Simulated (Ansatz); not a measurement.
The input, for Ansatz 0.2.0:

```yaml
crystal:
  periodic: [false, false, false]
  atoms:
    - {symbol: Sn, position_ang: [0.030688, -0.312093, -0.001819]}
    - {symbol: F, position_ang: [-0.134186, 0.991255, -1.424215]}
    - {symbol: F, position_ang: [-0.057566, 0.958831, 1.435582]}
basis:
  gaussian: {orbitals: def2-SVP}
magnetization: {spin_polarized: true, initial_magnetization: 0}
hamiltonian: {xc: hf}
accuracy: high
output: {orbitals: {seedname: orbitals}}
```

```sh
$ ansatz run in.yaml --threads 1 --pin off --events-out ev --progress --plain --max-ram 2393MiB
```

Output:

```
1149 factors; integrals over basis functions are off by at most 3.4e-9 eV
mean field evaluation 1: about -11211.3060 eV, gradient 2.9e1 eV
mean field evaluation 2: about -11211.3896 eV, gradient 3.0e1 eV
mean field evaluation 4: about -11214.6689 eV, gradient 1.1e0 eV
mean field evaluation 8: about -11214.7024 eV, gradient 1.6e-4 eV
mean field evaluation 16: about -11213.3333 eV, gradient 5.6e0 eV
mean field evaluation 32: about -11213.3315 eV, gradient 5.6e0 eV
mean field -11214.70241462 eV, -412.1327121388 hartree, gradient 2.0e-8 eV, S^2 0.000000; 0 other end points of the search recorded, 0 dependent functions left out
reference -11214.70241462 eV, -412.1327121388 hartree; 20, 20 occupied and 34, 34 virtual orbitals, 1149 factors
Total energy: -11214.70241462 eV, -412.1327121388 hartree
```

Ran on 1 thread of Intel Xeon, shared host: 6.5 s wall, 0.15 GiB peak host memory.
